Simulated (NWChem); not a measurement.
System: CH$_{6}$Si; SMILES [SiH3]C

The following NWChem deck was run.

```
start job
memory heap 200 mb stack 900 mb global 1100 mb
geometry units angstroms noautosym nocenter noautoz
  Si     0.000000     0.000000     0.625990
  C      0.000000     0.000000    -1.264657
  H     -1.063425    -0.923150     1.159528
  H     -0.267759     1.382528     1.159528
  H      1.331184    -0.459378     1.159528
  H      0.197033    -1.017302    -1.658399
  H      0.782493     0.679286    -1.658399
  H     -0.979526     0.338016    -1.658399
end
basis spherical
  * library 6-31g*
end
dft
  xc b3lyp
  iterations 150
end
cosmo
  do_cosmo_smd true
  solvent meg
end
task dft energy
```

All runs use the structure optimised with PBE-D3(BJ)/def2-SVP. Solvent: ethylene glycol.

Level: B3LYP/6-31G* with SMD (1 M gas to 1 M solution), gas-phase geometry. Reactions with the solvent are ignored.

**Question.** Predict the main results of this run. (B3LYP/6-31G* (spherical d), SMD on the gas-phase geometry.) Quantities: solvation free energy (kcal/mol); cavity-dispersion-structure term (kcal/mol); dipole in solution (D).

**Answer.** 
```json
{
  "solvation free energy (kcal/mol)": "0.9",
  "cavity-dispersion-structure term (kcal/mol)": "1.7",
  "dipole in solution (D)": "1.07"
}
```
